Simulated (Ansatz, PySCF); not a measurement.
Molecule: OF$_{2}$ (charge 0, singlet). SMILES: FOF
Geometry: optimised at B3LYP-D3(BJ)/def2-TZVP (Ansatz, a first-principles code).

Wanted: atomisation energy (electronic, to ground-state atoms), in kJ/mol. Valence correlation only, unless marked. Open shells are spin-unrestricted. Spin-orbit coupling is left out. Non-relativistic. The coupled-cluster limit lacks core correlation, which all-electron functionals hold. Basis-set limits of correlation are two-point, X^-3; Hartree-Fock from the larger set.

The Hartree-Fock reference is unstable (checked in the largest basis), which strains HF and MP2. 

| level | program | atomisation energy (kJ/mol) |
|---|---|---|
| HF-D4/def2-TZVPD | PySCF + dftd4 | -162.3 |
| BP86/def2-TZVPD | PySCF | 508.2 |
| TPSS-D3(BJ)/def2-TZVPD | PySCF + dftd3 | 448.9 |
| PBE0/def2-TZVP | Ansatz | ___ |
| TPSSh-D3(BJ)/def2-TZVPD | PySCF + dftd3 | 400.3 |
| r2SCANh-D4/def2-TZVPD | Ansatz + dftd4 | 372.6 |
| r2SCAN0/def2-TZVPD | Ansatz | 308.2 |
| M06-2X/def2-TZVPD | PySCF | ___ |
| wB97X/def2-TZVPD | Ansatz | 385.6 |
| B2GP-PLYP/def2-TZVPD | Ansatz | 353.2 |
| RPA@PBE/cc-pVTZ | Ansatz | 298.6 |
| CCSD(T)/CBS(cc-pVTZ,cc-pVQZ) | Ansatz | 385.2 |

### Question
What belongs in the gaps?

### Answer

- PBE0/def2-TZVP, atomisation energy (kJ/mol): 382.9
- M06-2X/def2-TZVPD, atomisation energy (kJ/mol): 372.1
